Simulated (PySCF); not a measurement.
# F₂: from the state search to spectroscopic constants

An exercise on one series of results from a longer session: the logs are not shown, and one member is left open.

Program: PySCF 2.14.0. Level of theory: F def2-SVP, no relativity. These are calculated values, not measurements.

Set-up of the first run:

A driver script around PySCF takes these settings:

```json
{
  "atoms": "F, F",
  "charge": "0",
  "basis": "F def2-SVP",
  "Hamiltonian": "no relativity",
  "basis functions": "28",
  "electrons treated": "18",
  "masses in u": "18.9984, 18.9984",
  "levels": "PBE0, PBE, r²SCAN, M06, TPSS, BHandHLYP, HSE06, HF, MP2, SCS-MP2, CCSD, CCSD(T)",
  "grid": "80 radial by 434 angular points",
  "occupations": "held fixed by the projection of orbital angular momentum",
  "dissociation limit": "F + F, each in its ground configuration",
  "starting distance in angstrom": "1.230",
  "values of 2S to try": "0, 2"
}
```

Started as:

```sh
OMP_NUM_THREADS=1 python dia.py task.json out
```

Among the steps run: Input; First curve: PBE0; Excited determinants; PBE (GGA); r²SCAN; M06; TPSS (meta-GGA); BHandHLYP; HSE06 (range-separated hybrid); RHF; MP2 and coupled cluster.

One of the session's tables, all rows but one given; the rest of the session is left out.

Differences from CCSD(T) in the same basis:

```
      level  Re (mÅ)  ωe (%)
        RHF     -101   +46.5
    RHF-MP2      -28   +16.5
RHF-SCS-MP2      -16   +10.8
   RHF-CCSD      -22   +11.4
        PBE      -24   +18.5
       TPSS        ?       ?
     r²SCAN      -35   +22.9
       PBE0      -59   +29.5
        M06      -58   +26.7
      HSE06      -57   +28.6
  BHandHLYP      -74   +36.0
```

Q: Estimate the row for TPSS from the others.

The run gave: Re (mÅ): -20; ωe (%): +19.0. In the column «Re (mÅ)» it lies between RHF-CCSD (-22) and RHF-SCS-MP2 (-16).

Hartree–Fock falls on the short and stiff side, its usual fault. CCSD(T) in a basis this small is itself some way from its limit, more so than the functionals.
